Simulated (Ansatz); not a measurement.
SiO₂. The state is a triplet with charge 0. Geometry PBE0-D4/def2-TZVPD, that of the charge -1 doublet; atoms count from 1.

```xyz
3

Si   -0.021   -0.176    0.320
O     0.857    1.097    0.448
O    -0.836   -0.921   -0.769
```

At PBE0-D4/def2-TZVPD a singlet of charge 0 lies 1.74 eV below the triplet at the same geometry. The structure comes from a short search, and lower isomers may exist.

(1) Estimate the Mulliken populations from the PBE0/def2-TZVPD orbitals of Ansatz.

(2) Where does the spin sit?

(3) And the Mayer bond orders between heavy atoms (over 0.3)?

Answers

(1) 
| atom | charge (e) | spin (α − β) |
| --- | --- | --- |
| Si1 | 0.58 | 0.56 |
| O2 | -0.29 | 0.72 |
| O3 | -0.29 | 0.72 |
Mulliken values depend strongly on the basis. With diffuse functions, as here, like atoms can get unlike values, and bond orders can come out too low or too high.

(2) Summed by element: Si 0.56, O 1.44, of 2 unpaired in all. Largest on single atoms: O2 0.72, O3 0.72, Si1 0.56.

(3) Si1–O2 1.72 (1.55 Å); Si1–O3 1.72 (1.55 Å).
